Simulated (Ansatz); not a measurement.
A nudged elastic band was laid between two geometries of C2H4OS (8 atoms, charge 0, multiplicity 1).

Method: Ansatz 0.2.0, RKS PBE0-D4/def2-SVP.

```yaml
movable_images: 5
climbing_image: yes
spring: 5.0 eV/Å²
optimiser: quadratic models (default)
start_path: through a guess of the saddle point
force_threshold: 0.05 eV/Å
iteration_limit: 60
end_points: relaxed
```

Initial state:

```xyz
8
Properties=species:S:1:pos:R:3
O -1.060 0.870 0.630
C 0.234 0.482 0.373
C 0.383 -0.698 -0.523
S -0.869 -1.493 -1.168
H -1.633 0.251 0.140
H 0.786 0.236 1.308
H 0.828 1.303 -0.089
H 1.422 -1.006 -0.726
```

Final state:

```xyz
8
Properties=species:S:1:pos:R:3
O -1.194 0.500 0.753
C 0.188 0.615 0.522
C 0.909 -0.345 -0.337
S -0.114 -1.518 -0.938
H -1.658 0.755 -0.053
H 0.694 0.536 1.505
H 0.481 1.626 0.163
H 0.786 -2.226 -1.672
```

**Question.** What changes between the two ends?

**Answer.** Bonds broken: C3–H8. Bonds formed: S4–H8.

**Question.** What energy profile does the band end with?

**Answer.** The run converged. The highest image is number 4 of 0 to 6, 3.38 eV above the first end and 1.21 eV above the last; the last end lies 2.17 eV above the first. Neighbouring images differ by up to 1.5 eV, so the band resolves the path poorly. A vibrational analysis at the climbing image gives one clearly imaginary mode, 1595i cm⁻¹: a first-order saddle point. The orbitals stay closed-shell, which can raise the energy where a bond breaks towards radicals; this wasn't checked here.

| image | path coordinate (Å) | energy (eV) | C3–H8 (Å) | S4–H8 (Å) |
| --- | --- | --- | --- | --- |
| 0 | 0.00 | 0.00 | 1.10 | 2.38 |
| 1 | 0.39 | 0.09 | 1.10 | 2.33 |
| 2 | 0.77 | 0.71 | 1.10 | 2.11 |
| 3 | 1.16 | 2.22 | 1.17 | 1.77 |
| 4 | 1.54 | 3.38 | 1.46 | 1.45 |
| 5 | 2.04 | 2.53 | 1.98 | 1.34 |
| 6 | 2.54 | 2.17 | 2.31 | 1.36 |

**Question.** What is the geometry of the highest image?

**Answer.** 
```xyz
8
Properties=species:S:1:pos:R:3:forces:R:3
O -1.143 0.605 0.749 -0.02 -0.01 0.01
C 0.218 0.571 0.487 0.01 -0.01 -0.02
C 0.743 -0.534 -0.355 -0.02 -0.01 0.00
S -0.441 -1.606 -0.985 0.01 0.01 0.00
H -1.618 0.497 -0.087 0.01 0.01 0.01
H 0.759 0.504 1.449 0.00 0.00 0.01
H 0.607 1.502 0.015 0.00 0.00 -0.01
H 0.968 -1.597 -1.329 0.01 0.00 0.00
```

The run took 2.6 min on 1 thread of Arm Neoverse V2 (shared host), peak memory 0.15 GiB.
